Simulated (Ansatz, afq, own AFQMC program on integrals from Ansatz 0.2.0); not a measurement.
## CH₂, triplet: AFQMC among the cluster methods

```yaml
atoms:
  - { symbol: C, position_ang: [0.0997, 0.7320, 0.1634] }
  - { symbol: H, position_ang: [-0.0547, 1.3831, -0.6966] }
  - { symbol: H, position_ang: [0.3669, 0.9006, 1.2063] }
```

Basis def2-TZVP. Only valence electrons are correlated. AFQMC by an in-house program on the Cholesky factors that Ansatz 0.2.0 writes for its CCSD(T) run. ph-AFQMC/CISD is guided by a CISD state made of CCSD amplitudes; releasing the constraint for a short imaginary time cuts its bias at the price of noise, slowly where states lie close. Uncertainties: one standard error, sampling alone.

Determinant: UHF, the one that the program's search chose, which needn't be the lowest solution. The geometry is a PBE0/def2-SVP stationary point of this or a neighbouring charge and spin state.

No full CI on the walks' own integrals is used here; CCSDT(Q) serves as the reference and is uncertain by about the last step of the cluster series.

```
T1 diagnostic                               : 0.0116
weight of the determinant in the CISD state : 0.947
⟨S²⟩ of the determinant                     : 2.017
size of the correlated space                : 6 electrons in 42 orbitals
```

Reference: CCSDT(Q), correlation energy -3.704 eV. The released energy is read at 2.40 1/Eh (meV from the phaseless value at times in 1/Eh: -0.8 ± 1.1 at 0.24, -1.4 ± 0.8 at 0.51, -2.2 ± 0.7 at 0.99, -3.1 ± 0.9 at 1.62, -2.8 ± 1.3 at 2.40).

```
         level  E − E(reference) (kcal/mol)  share of correlation (%)
            HF                        85.41                      0.00
           MP2                        14.84                     82.63
          CCSD                         2.34                     97.25
       CCSD(T)                         0.36                     99.58
         CCSDT                         0.04                     99.95
 ph-AFQMC/CISD                  0.05 ± 0.03                     99.94
released AFQMC                 -0.02 ± 0.03                    100.02
```

A walk keeps the symmetry of its determinant, which the program's search chose and which needn't be the lowest solution, so a lower state of the same spin and another symmetry isn't excluded. Released energies are given only where the last usable release times agree within the noise; a slower fall can still hide under it.
